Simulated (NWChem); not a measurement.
# CH$_{3}$ cation

```xyz
4

C      0.0000     0.0000     0.0000
H      0.7807     0.7807     0.0000
H      0.2858    -1.0664     0.0000
H     -1.0664     0.2858     0.0000
```
Atoms are numbered in this order, from 1.

Geometry: optimised at PBE0/def2-SVP.

Q: List the 4 lowest vertical singlet excitations and the 4 lowest triplet ones from LRC-wPBEh/6-31+G* (spherical d), full TDDFT (NWChem).

A: 
| state | energy (eV) | oscillator strength | leading excitation (squared amplitude) |
|---|---|---|---|
| S1 | 5.91 | 0.000 | HOMO → LUMO (1.00) |
| S2 | 5.91 | 0.000 | HOMO−1 → LUMO (1.00) |
| S3 | 14.69 | 0.197 | HOMO → LUMO+1 (0.99) |
| S4 | 14.69 | 0.197 | HOMO−1 → LUMO+1 (0.99) |
| T1 | 4.58 | spin-forbidden | HOMO−1 → LUMO (1.00) |
| T2 | 4.58 | spin-forbidden | HOMO → LUMO (1.00) |
| T3 | 10.91 | spin-forbidden | HOMO−2 → LUMO (1.00) |
| T4 | 13.44 | spin-forbidden | HOMO−1 → LUMO+1 (0.78) |
